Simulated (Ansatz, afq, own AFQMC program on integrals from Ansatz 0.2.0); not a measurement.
AFQMC on a folder of integrals that Ansatz 0.2.0 wrote.

```yaml
crystal:
  periodic: [false, false, false]
  atoms:
    - {symbol: Si, position_ang: [0.019764, -0.033481, 0.000077]}
    - {symbol: H, position_ang: [1.491707, -0.019254, -0.000019]}
    - {symbol: H, position_ang: [-1.338540, 2.267511, -0.005196]}
    - {symbol: H, position_ang: [-0.703885, -1.315331, 0.003078]}
basis:
  gaussian: {orbitals: cc-pVDZ}
total_charge: 1
magnetization: {spin_polarized: true, initial_magnetization: 0}
correlation: {method: ccsd_t, electrons: outside_noble_gas, hamiltonian_folder: ham}
```

```sh
$ ansatz run in.yaml --threads 1 --pin off --events-out ev --progress --plain --max-ram 24576MiB --backend cuda --devices 0, --max-vram 18GiB
```

Options of the walk:

```
--method phaseless --trial cisd --walkers 4000 --populations 20 --least-time 60 --time-step 0.005 --steps-per-block 50 --equilibration-blocks 40 --max-blocks 4000 --target-error 0.00029 --factor-cut 1e-05 --start spin_pure --seed 6419 --release-times 0.24,0.51,0.99,1.62,2.4 --release-step 0.03 --release-every 3 --taylor-order 6
```

Times are imaginary, in 1/Eh. The walk had a cap of 122 s. With eight or more populations the least sampling time is a fifth of least-time, and the error comes from their spread.

Output of the walk:

```
orbitals 28  electrons 3 3  factors 190 of 314
reference energy -290.23655418 Eh
CCSD correlation -0.09758502 Eh in 16 cycles, weight of the determinant in the CISD state 0.7208
energy of the start -290.313434 Eh
 block  time / (1/Eh)  mean weight  energy / Eh
     1     0.250  1.0003  -290.322256
     2     0.500  1.0002  -290.327634
     3     0.750  1.0000  -290.331528
     4     1.000  1.0001  -290.333632
     5     1.250  0.9998  -290.335296
     8     2.000  1.0000  -290.338217
    11     2.750  0.9999  -290.339530
    17     4.250  1.0001  -290.341001
    21     5.250  0.9998  -290.341751
    23     5.750  0.9999  -290.340865
    29     7.250  1.0002  -290.341089
    35     8.750  1.0000  -290.340301
    41    10.250  0.9999  -290.341019
    47    11.750  1.0000  -290.340509
    53    13.250  1.0002  -290.340336
    59    14.750  1.0000  -290.340285
    63    15.750  0.9996  -290.339707
    65    16.250  1.0001  -290.340176
    71    17.750  1.0000  -290.340565
    77    19.250  0.9999  -290.340433
    83    20.750  0.9999  -290.340480
    89    22.250  1.0001  -290.340796
error from the spread of 20 populations
released: time / (1/Eh)  energy / Eh  error  mean overlap
  0.24  -290.340574  0.000120  1.0011
  0.51  -290.340764  0.000117  1.0017
  0.99  -290.340923  0.000114  1.0018
  1.62  -290.341040  0.000073  1.0007
  2.40  -290.341112  0.000125  1.0050
energy -290.340507 +/- 0.000113 Eh
(rows thinned)
```

The run passed its tests (sampling time, drift between the halves within three errors, error under three times the target), which doesn't prove that it has relaxed.

Against this walk (error 3.1 meV) on the same determinant: CCSD(T) 63.9 meV higher, CCSDT(Q) 28.2 meV lower, CCSDTQ 29.5 meV lower, full CI 29.5 meV lower. The error is statistical and leaves out the bias of the constraint. The determinant has ⟨S²⟩ = 0.81, so the low cluster orders mix in higher spin, while the walk starts as a pure singlet. The released energies are still falling (meV from the phaseless value at times in 1/Eh: -2 ± 3 at 0.24, -7 ± 3 at 0.51, -11 ± 3 at 0.99, -14.5 ± 2.0 at 1.62, -16 ± 3 at 2.40), so they give no level; they do show a bias of the constraint, and the last of them that isn't too noisy lies 13 meV above full CI. Full CI is exact here, so the walk's 30 meV above it is the walk's own error: the bias of the constraint with this trial. The determinant is a poor start (see the cautions), so the low cluster orders aren't to be relied on, and full CI is the sure value.

Cautions: constraint bias not in the error; strong correlation (T1 0.094, weight of the determinant 0.72, largest double 0.36); unrestricted determinant spin contaminated (⟨S²⟩ 0.81 against 0.00); the CCSDT(Q) amplitudes may be one of several solutions (largest double 0.51); the CCSDTQ amplitudes may be one of several solutions (largest double 0.52).

The walk took 35 s on 1 × NVIDIA H100 80GB HBM3 with 2 threads of AMD EPYC 7R13 Processor (Zen 3), with other jobs on the host (the card was shared). The log's last line is the phaseless energy.

CCSDT and higher add their correlation energy to the determinant of the CCSD(T) run, since their own runs factorise the integrals more tightly (a shift of under 2 meV). A walk keeps the symmetry of its determinant, which the program's search chose and which needn't be the lowest solution, so a lower state of the same spin and another symmetry isn't excluded.
